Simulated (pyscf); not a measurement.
A first-order saddle from PySCF, ωB97X-D3(BJ)/def2-SVP:

```xyz
12

C     -2.2086     1.7831    -0.1359
In    -0.7640     0.2673     0.2858
C     -0.0807    -1.6925    -0.2188
H     -2.1203     2.1215    -1.1783
H     -3.2274     1.4025     0.0263
H     -2.0371     2.6387     0.5324
H      0.8954     1.2723     0.7772
H      0.7889    -1.9417     0.4055
H      0.2150    -1.7384    -1.2769
H     -0.8718    -2.4353    -0.0411
H     -0.4067     0.4389     2.2475
H      0.3814     0.9355     1.6790
```

Surface: singlet, charge 0. Lowest wavenumbers (cm⁻¹): 1587i, 74, 84, 113, 180.

What reaction is this the transition state of?

H₃C–InH–CH₃ (SMILES [CH3][InH][CH3]) + H₂ (SMILES [H][H]) ⇌ H₃C–InH–CH₃ (SMILES [CH3][InH][CH3]) + H₂ (SMILES [H][H]), a four-centre exchange read from left to right: H–In, H–H broken and H–In, H–H formed. At ωB97M-D3(BJ)/def2-TZVP it lies +31.3 kcal/mol from the left side and +31.3 kcal/mol from the right (each side as separated species at their lowest minima found). At the saddle there is also a short H–In contact that neither side keeps. One saddle was located; it need not be the lowest between these sides. Elements past Kr carry the def2 core potentials, without spin-orbit coupling.
